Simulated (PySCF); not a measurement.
C₂H₆OS. Atoms are numbered in the order given.

```xyz
10

C     -0.1853    -0.8117    -1.3666
S      0.4521     0.2373     0.0000
C     -0.1853    -0.8117     1.3666
O     -0.3951     1.4856     0.0000
H      0.0485    -0.2751    -2.2960
H      0.3033    -1.7973    -1.3612
H     -1.2756    -0.8981    -1.2515
H     -1.2756    -0.8981     1.2515
H      0.0485    -0.2751     2.2960
H      0.3033    -1.7973     1.3612
```
Charge 0, spin multiplicity 1.

Geometry: B3LYP-D3(BJ)/def2-SVP.

Level of theory: HF/pcSseg-1 run with PySCF.

GIAO shieldings, no solvent; atoms alike by connectivity are averaged. δ = σ(ref) − σ: ¹³C against TMS (σ = 192.6 ppm); ³³S against H2S (σ = 725.2 ppm); ¹⁷O against H2O (σ = 333.0 ppm); ¹H against TMS (σ = 31.99 ppm), references at their B3LYP-D3(BJ)/def2-TZVP geometries, non-relativistic.

```tsv
atoms	nucleus	count	δ (ppm)
C1, C3	¹³C	2	42.5
S2	³³S	1	445.4
O4	¹⁷O	1	(withheld)
H5, H6, H7, H8, H9, H10	¹H	6	(withheld)
```

Some entries are withheld; supply them. (The exact figures need the calculation; the answer reports its results.)


- H5, H6, H7, H8, H9, H10, δ (ppm): 2.58
- O4, δ (ppm): 20.7
